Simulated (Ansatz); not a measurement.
# CH6Si: the cost of one run

The runs use Ansatz 0.2.0, Gaussian basis; PBE0-D4/def2-TZVP structures, single points in def2-TZVPP, no counterpoise correction.

Levels: SPW92, PBE-D4, BLYP-D4, r2SCAN-D4, B97M-V, PBE0-D4, B3LYP-D4, r2SCAN0-D4, BHLYP-D4, CAM-B3LYP-D4, wB97X-V, wB97M-V, B2PLYP, PBE-QIDH, RPA on PBE, Hartree-Fock, MP2, CCSD, CCSD(T).

Cores are frozen in the correlated methods. B3LYP uses VWN-RPA correlation. B2PLYP carries no dispersion term here.

94 further runs of the same task are left out: 94 set aside as unsound or not needed.

## (1) The system as given

The complex: 11 atoms, charge 0, spin multiplicity 1.

Atoms are counted from 1 here; the program's logs count them from 0.

Bond lengths: Si1–C2 1.867 Å, Si1–H3 1.490 Å, Si1–H4 1.489 Å, Si1–H5 1.490 Å, C2–H8 1.092 Å, C2–H9 1.092 Å, C2–H10 1.092 Å, H6–S7 1.342 Å, S7–H11 1.342 Å. Angles: C2–Si1–H3 111.1°, C2–Si1–H4 111.1°, C2–Si1–H5 111.1°, H3–Si1–H4 107.8°, H3–Si1–H5 107.8°, H4–Si1–H5 107.8°, Si1–C2–H8 110.8°, Si1–C2–H9 110.1°, Si1–C2–H10 110.8°, H8–C2–H9 108.5°, H8–C2–H10 108.1°, H9–C2–H10 108.5°, H6–S7–H11 92.2°.

As a file:

```
Si   -1.09922    0.48670    0.02173
C    -0.58198   -1.08635    0.88472
H    -0.89788    0.38131   -1.45034
H    -2.53741    0.78416    0.26481
H    -0.30495    1.64968    0.50675
H     2.28122    1.39200   -0.42330
S     2.73462    0.26913   -1.00118
H    -0.73049   -1.00312    1.96368
H     0.47427   -1.28867    0.69535
H    -1.16723   -1.93590    0.52580
H     1.82903    0.35106   -1.98803
```

Its parts: CH6Si holds atoms 1, 2, 3, 4, 5, 8, 9, 10; H2S holds atoms 6, 7, 11. Each part counts its atoms afresh in its own runs.

## (2) Relaxing CH6Si alone

File relax-a/in.yaml:

```yaml
crystal:
  periodic: [false, false, false]
  atoms:
    - {symbol: Si, position_ang: [-1.099220, 0.486702, 0.021728]}
    - {symbol: C, position_ang: [-0.581980, -1.086351, 0.884722]}
    - {symbol: H, position_ang: [-0.897877, 0.381311, -1.450341]}
    - {symbol: H, position_ang: [-2.537407, 0.784159, 0.264814]}
    - {symbol: H, position_ang: [-0.304953, 1.649678, 0.506745]}
    - {symbol: H, position_ang: [-0.730485, -1.003118, 1.963682]}
    - {symbol: H, position_ang: [0.474274, -1.288666, 0.695354]}
    - {symbol: H, position_ang: [-1.167226, -1.935904, 0.525798]}
basis:
  gaussian: {orbitals: def2-TZVP}
hamiltonian: {xc: pbe0, dispersion: d4}
relax: {f_tol: 0.005, max_steps: 200}
```

Started as:

```bash
> ansatz run in.yaml --threads 4 --pin off --events-out ev --progress --plain --max-ram 9574MiB
```

**Question.** How long does this run take on 4 threads of Intel Xeon Platinum 8488C, shared host?

About 1.7 s.
